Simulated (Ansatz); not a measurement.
A run of Ansatz (development build ahead of 0.2.0) on singlet C5H5(-) at this shape:

```yaml
atoms:
  - { symbol: C, position_ang: [1.2500, 0.0123, 0.0022] }
  - { symbol: C, position_ang: [0.3492, 1.1135, -0.0339] }
  - { symbol: C, position_ang: [-0.9940, 0.6803, -0.0367] }
  - { symbol: C, position_ang: [-1.0165, -0.6836, -0.0042] }
  - { symbol: C, position_ang: [0.3592, -1.1634, -0.0439] }
  - { symbol: H, position_ang: [2.2609, 0.0217, -0.0264] }
  - { symbol: H, position_ang: [0.7372, 2.2211, 0.0211] }
  - { symbol: H, position_ang: [-1.9064, 1.3617, 0.0094] }
  - { symbol: H, position_ang: [-1.8788, -1.3066, 0.0133] }
  - { symbol: H, position_ang: [0.7586, -2.1958, -0.0035] }
```

Its results:

* Converged: yes
* Reference energy: -192.09248 hartree
* Correlation energy: -0.44798 hartree
* Total energy: -192.54046 hartree
* Spin squared of the determinant: 0.000

Which input gives this output? Name the method, the orbitals and the basis set, and write the input.

RHF-MP2 in 6-31G. An unrestricted run that stays on the closed shell gives the same numbers.

```yaml
crystal:
  periodic: [false, false, false]
  atoms:
    - { symbol: C, position_ang: [1.24998, 0.01234, 0.00217] }
    - { symbol: C, position_ang: [0.34918, 1.11347, -0.03394] }
    - { symbol: C, position_ang: [-0.99395, 0.68032, -0.03673] }
    - { symbol: C, position_ang: [-1.01646, -0.68358, -0.00416] }
    - { symbol: C, position_ang: [0.35921, -1.16337, -0.04392] }
    - { symbol: H, position_ang: [2.26089, 0.02172, -0.02642] }
    - { symbol: H, position_ang: [0.73718, 2.22113, 0.02113] }
    - { symbol: H, position_ang: [-1.9064, 1.36166, 0.00936] }
    - { symbol: H, position_ang: [-1.87881, -1.3066, 0.01333] }
    - { symbol: H, position_ang: [0.75861, -2.19578, -0.00351] }
basis:
  gaussian: { orbitals: "6-31G" }
total_charge: -1
hamiltonian:
  xc: hf
correlation:
  method: mp2
  frozen_orbitals: { C: 1, H: 0 }
```

Caution: no diffuse functions for an anion.
